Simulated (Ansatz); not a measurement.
# Rock-salt ZrC

Computed with PBEsol-D3(BJ) in Ansatz (PAW).

Run with plane-wave cutoff 520 eV, 20×20×20 k mesh, Fermi–Dirac smearing 0.05 eV, scalar-relativistic PAW data made under PBE.

Cell: relaxed at this level.

```json
{
  "equilibrium_volume_per_atom": "12.45 Å³/atom",
  "bulk modulus B0": "247 GPa",
  "equilibrium_lattice_constant_a": "4.635 Å",
  "band_gap": "none",
  "pressure derivative B′ of the bulk modulus": "4.0"
}
```

Measured, for comparison: equilibrium volume per atom 12.95 Å³/atom, lattice constant a 4.696 Å (temperature not stated, not corrected to a static lattice; as tabulated in Zhang et al. (2018), doi:10.1088/1367-2630/aac7f0); bulk modulus 223 GPa (temperature not stated, not corrected to a static lattice, from single-crystal elastic constants, our sources range from 208 to 223; as tabulated in arXiv:1102.4063). Computed (rounded) less measured: equilibrium volume per atom -3.9 %, bulk modulus +11 % (+11 % to +19 % over the range), lattice constant a -1.3 %. A static lattice is as a rule a little smaller and stiffer than an uncorrected measurement, which narrows the difference in the lattice constant a and would widen misses of the other sign.

Spin–orbit coupling is not included.

The computed numbers hold no vibrational or temperature effects.

Ansatz is a quantum-chemistry and plane-wave program.
